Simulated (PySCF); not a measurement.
# Ethynylaluminium (C₂HAl): electronic excitations and core binding energies

What electronic excitations and core binding energies should Ethynylaluminium (C₂HAl) (`C#[C][Al]`) show?

The runs use PySCF 2.14.0, with density-fitted response routines of our own; the level of theory stands in each step. All values are computed, except where a source is named. Atoms count from 0, in the outputs and in this text.

### 1 Starting geometry

4 atoms, charge 0, multiplicity 1; geometry from: GFN2-xTB.

Bonds of the start (Å): C0–C1 1.22, C1–Al2 1.97, C0–H3 1.06.

### 2 Ultraviolet spectrum: CAM-B3LYP/def2-SVPD

Job settings and geometry (Å):

```
{"job": {"kind": "uv", "xc": "CAM-B3LYP", "basis": "def2-SVPD", "nstates": 8, "ntriplets": 3}, "charge": 0, "multiplicity": 1}
C     -0.814906    -0.043046    -0.053152
C      0.373189     0.023248    -0.306830
Al     2.299482     0.124962    -0.700685
H     -1.847531    -0.100391     0.166173
```

With the program's defaults for keys left out, this is: TDDFT CAM-B3LYP/def2-SVPD, vertical, gas phase, core orbitals frozen in the response.

The program printed:

```text
coarse grid: 4416 points
cycle   1  E = -318.8870473362  dE =  1.370e-01  |g| = 3.432e-01  |ddm| = 5.311e+00
cycle   2  E = -318.8906998261  dE = -3.652e-03  |g| = 3.427e-01  |ddm| = 1.569e+00
cycle   3  E = -318.9224879615  dE = -3.179e-02  |g| = 8.044e-02  |ddm| = 4.284e-01
cycle   4  E = -318.9240915457  dE = -1.604e-03  |g| = 2.470e-02  |ddm| = 1.650e-01
cycle   5  E = -318.9242635886  dE = -1.720e-04  |g| = 1.734e-03  |ddm| = 8.546e-02
cycle   6  E = -318.9242647968  dE = -1.208e-06  |g| = 3.467e-04  |ddm| = 1.491e-02
final grid: 39680 points
cycle   7  E = -318.9764471194  dE = -7.705e-06  |g| = 1.180e-03  |ddm| = 4.673e-02
cycle   8  E = -318.9764472026  dE = -8.326e-08  |g| = 1.103e-03  |ddm| = 4.612e-03
cycle   9  E = -318.9764475248  dE = -3.221e-07  |g| = 2.938e-04  |ddm| = 1.945e-03
cycle  10  E = -318.9764475454  dE = -2.061e-08  |g| = 8.682e-05  |ddm| = 3.807e-04
cycle  11  E = -318.9764475473  dE = -1.975e-09  |g| = 4.897e-06  |ddm| = 2.236e-04
cycle  12  E = -318.9764475473  dE = -8.299e-12  |g| = 5.496e-07  |ddm| = 2.605e-05
converged SCF energy = -318.9764475473

Static polarisability (au): isotropic 62.061, principal 53.957 53.957 78.269

Singlet excitations
state   eV       nm        f      main configurations
  1   3.6880    336.2   0.10398   H->L 0.97
  2   3.6881    336.2   0.10399   H->L+1 0.97
  3   4.9997    248.0   0.00000   H-2->L 0.29, H-1->L+1 0.29, H-1->L 0.16
  4   5.1491    240.8   0.00000   H-2->L+1 0.42, H-1->L 0.42
  5   5.1491    240.8   0.00000   H-1->L+1 0.42, H-2->L 0.42
  6   6.2525    198.3   0.12913   H->L+2 0.88
  7   6.5288    189.9   0.10545   H-2->L+1 0.27, H-1->L 0.27, H-1->L+1 0.15
  8   6.6861    185.4   0.67343   H->L+3 0.93

Triplet excitations (Tamm-Dancoff, eV): 2.2118 2.2118 4.3197
```

Run time: 2.3 s. Hardware: 1 thread, shared host.

The orbitals next to the gap, with their largest atomic shares:

| orbital | eV | atoms |
| --- | --- | --- |
| HOMO−3 | -13.36 | C1 52 %, Al2 30 %, C0 15 % |
| HOMO−2 | -9.56 | C0 45 %, C1 44 %, Al2 6 % |
| HOMO−1 | -9.56 | C0 45 %, C1 44 %, Al2 6 % |
| HOMO | -7.57 | Al2 83 %, C1 14 % |
| LUMO | -0.81 | Al2 72 %, C1 17 %, C0 9 % |
| LUMO+1 | -0.81 | Al2 72 %, C1 17 %, C0 9 % |
| LUMO+2 | 1.17 | Al2 79 %, C0 12 %, C1 8 % |

With each of the 8 states as a Gaussian band of 0.4 eV half-width at 1/e, the curve within the window shown has maxima at 336 nm (ε 8,400), 186 nm (ε 33,000) L/(mol cm). Beyond the last state computed it falls off for lack of states. The curve at chosen wavelengths:

| nm | ε (L/mol/cm) |
| --- | --- |
| 177 | 16873 |
| 186 | 32892 |
| 195 | 21461 |
| 204 | 7708 |
| 213 | 1907 |
| 222 | 318 |
| 231 | 36 |
| 240 | 3 |
| 249 | 0 |
| 258 | 4 |
| 267 | 31 |
| 276 | 160 |
| 285 | 576 |
| 293 | 1392 |
| 302 | 2930 |
| 311 | 4933 |
| 320 | 6866 |
| 329 | 8129 |
| 338 | 8388 |
| 347 | 7697 |
| 356 | 6393 |
| 365 | 4877 |
| 374 | 3461 |
| 383 | 2311 |
| 392 | 1465 |
| 401 | 889 |

Ground-state properties from the same run:

| property | computed |
| --- | --- |
| dipole moment (D) | 0.70 |
| polarisability (Å³) | 9.20 |
| HOMO–LUMO gap (eV) | 6.75 |
| −ε(HOMO) (eV) | 7.57 |

### 3 X-ray photoelectron lines: SCAN, X2C

Job settings and geometry (Å):

```
{"job": {"kind": "xps"}, "charge": 0, "multiplicity": 1}
C     -0.814906    -0.043046    -0.053152
C      0.373189     0.023248    -0.306830
Al     2.299482     0.124962    -0.700685
H     -1.847531    -0.100391     0.166173
```

Level: delta-SCF UKS SCAN, pcX-2 on the ionised atom, pcseg-1 elsewhere, spin-free X2C.

The program printed:

```text
ground state, core basis on atom 0 (C), 82 functions
  cycle   1  E = -319.45335632  |g| = 4.69e-01
  cycle   2  E = -319.31470094  |g| = 7.66e-01
  cycle   3  E = -319.51536986  |g| = 5.76e-02
  cycle   4  E = -319.51342841  |g| = 1.11e-01
  cycle   5  E = -319.51695552  |g| = 7.17e-03
  cycle   6  E = -319.51698227  |g| = 1.17e-03
  cycle   7  E = -319.51698140  |g| = 1.75e-04
  E(ground) = -319.54968862 Eh
hole in C 1s of atom 0
  cycle   1  E = -308.26365239  |g| = 1.50e+00
  cycle   2  E = -306.62201804  |g| = 2.02e+00
  cycle   3  E = -308.57248777  |g| = 6.68e-01
  cycle   4  E = -308.76227296  |g| = 4.02e-01
  cycle   5  E = -308.80400426  |g| = 2.71e-01
  cycle   6  E = -308.84162663  |g| = 2.28e-02
  cycle   7  E = -308.84231806  |g| = 1.04e-02
  cycle   8  E = -308.84264880  |g| = 7.14e-03
  cycle   9  E = -308.84279086  |g| = 4.72e-03
  cycle  10  E = -308.84284566  |g| = 2.66e-03
  cycle  11  E = -308.84286010  |g| = 7.88e-04
  cycle  12  E = -308.84286098  |g| = 3.11e-04
  E(ion) = -308.87441110 Eh   <S^2> = 0.8623   hole on atom = 1.000   binding energy = 290.489 eV
ground state, core basis on atom 1 (C), 82 functions
  cycle   1  E = -319.51788867  |g| = 6.66e-02
  cycle   2  E = -319.51538276  |g| = 1.02e-01
  cycle   3  E = -319.51750883  |g| = 4.98e-02
  cycle   4  E = -319.51821546  |g| = 3.40e-03
  cycle   5  E = -319.51822023  |g| = 9.22e-04
  cycle   6  E = -319.51822159  |g| = 7.38e-05
  E(ground) = -319.55055872 Eh
hole in C 1s of atom 1
  cycle   1  E = -308.29509999  |g| = 1.50e+00
  cycle   2  E = -307.23108400  |g| = 1.98e+00
  cycle   3  E = -308.42745207  |g| = 9.68e-01
  cycle   4  E = -308.82414425  |g| = 2.86e-01
  cycle   5  E = -308.87048365  |g| = 4.93e-02
  cycle   6  E = -308.87223117  |g| = 1.44e-02
  cycle   7  E = -308.87273751  |g| = 9.73e-03
  cycle   8  E = -308.87307604  |g| = 6.36e-03
  cycle   9  E = -308.87317464  |g| = 3.58e-03
  cycle  10  E = -308.87319891  |g| = 1.11e-03
  cycle  11  E = -308.87320007  |g| = 3.31e-04
  E(ion) = -308.90468282 Eh   <S^2> = 0.8623   hole on atom = 1.000   binding energy = 289.689 eV
ground state, core basis on atom 2 (Al), 93 functions
  cycle   1  E = -319.58333602  |g| = 2.43e-01
  cycle   2  E = -319.58187920  |g| = 8.62e-02
  cycle   3  E = -319.57312746  |g| = 1.92e-01
  cycle   4  E = -319.58364591  |g| = 1.58e-02
  cycle   5  E = -319.58368948  |g| = 1.40e-03
  cycle   6  E = -319.58369040  |g| = 4.33e-04
  E(ground) = -319.57842624 Eh
hole in Al 1s of atom 2
  cycle   1  E = -260.97440825  |g| = 3.97e+00
  cycle   2  E = -258.57925622  |g| = 2.57e+00
  cycle   3  E = -258.02925619  |g| = 1.86e+00
  cycle   4  E = -261.88626113  |g| = 3.66e-01
  cycle   5  E = -261.75078378  |g| = 6.11e-01
  cycle   6  E = -261.93275206  |g| = 1.86e-01
  cycle   7  E = -261.96082188  |g| = 4.91e-02
  cycle   8  E = -261.96264460  |g| = 9.08e-03
  cycle   9  E = -261.96268837  |g| = 3.72e-03
  cycle  10  E = -261.96270221  |g| = 7.67e-04
  cycle  11  E = -261.96270263  |g| = 4.57e-04
  E(ion) = -261.96180697 Eh   <S^2> = 0.7526   hole on atom = 1.000   binding energy = 1567.828 eV
hole in Al 2p of atom 2
  cycle   1  E = -316.32604352  |g| = 1.06e+00
  cycle   2  E = -314.49251257  |g| = 1.67e+00
  cycle   3  E = -316.22346499  |g| = 7.02e-01
  cycle   4  E = -316.54703233  |g| = 2.95e-01
  cycle   5  E = -316.54154785  |g| = 2.98e-01
  cycle   6  E = -316.59011079  |g| = 4.95e-02
  cycle   7  E = -316.59218186  |g| = 6.04e-03
  cycle   8  E = -316.59220294  |g| = 2.01e-03
  cycle   9  E = -316.59220510  |g| = 7.14e-04
  cycle  10  E = -316.59220516  |g| = 2.47e-04
  E(ion) = -316.59463339 Eh   <S^2> = 0.7516   hole on atom = 1.004   binding energy = 81.193 eV
  2p3/2 = 81.274 eV   2p1/2 = 81.777 eV
```

Run time: 4.9 s. Hardware: 1 thread, shared host.

Binding energies by hole, beside the orbital energy of the ground state; the difference holds orbital relaxation and, for a density functional, its self-interaction error:

| hole | stands for | environment | ΔSCF (eV; 2p as the shell's mean) | −ε (eV) | ⟨S²⟩ |
| --- | --- | --- | --- | --- | --- |
| C1s on C0 | C0 | terminal alkyne carbon | 290.49 (doubtful) | 273.8 | 0.862 |
| C1s on C1 | C1 | alkyne carbon | 289.69 (doubtful) | 273.0 | 0.862 |
| Al1s on Al2 | Al2 | aluminium bonded to C | 1567.83 | 1518.7 | 0.753 |
| Al2p on Al2 | Al2 | aluminium bonded to C | 81.44 | 71.1 | 0.752 |

Doubtful: the ion did not converge, its hole moved, or its ⟨S²⟩ is well above 0.75.

With the spin-orbit splitting: Al2 2p3/2 81.27, 2p1/2 81.78 eV. The table gives each 2p level as the mean over the whole 2p shell (two parts 2p3/2, one part 2p1/2), which differs a little from the single hole in the log.

### 4 What came out

| quantity | value |
| --- | --- |
| lowest singlet (CAM-B3LYP/def2-SVPD) | 3.69 eV (336 nm), f = 0.104 |
| brightest single state of those computed | state 8, 6.69 eV, f = 0.673 |
| lowest triplet | 2.21 eV |
| Al1s binding energies, SCAN/pcX-2 | Al2 1567.83 eV |
| Al2p binding energies, SCAN/pcX-2 | Al2 81.44 eV |

What this shows: The first singlet state (HOMO→LUMO 0.97) lies at 3.69 eV and is bright; of the 8 states computed, the strongest absorption comes from state 8 at 6.69 eV (the last computed, so partners may be missing). The lowest triplet lies 1.48 eV below the lowest singlet (triplets in Tamm-Dancoff, singlets in full TDDFT).
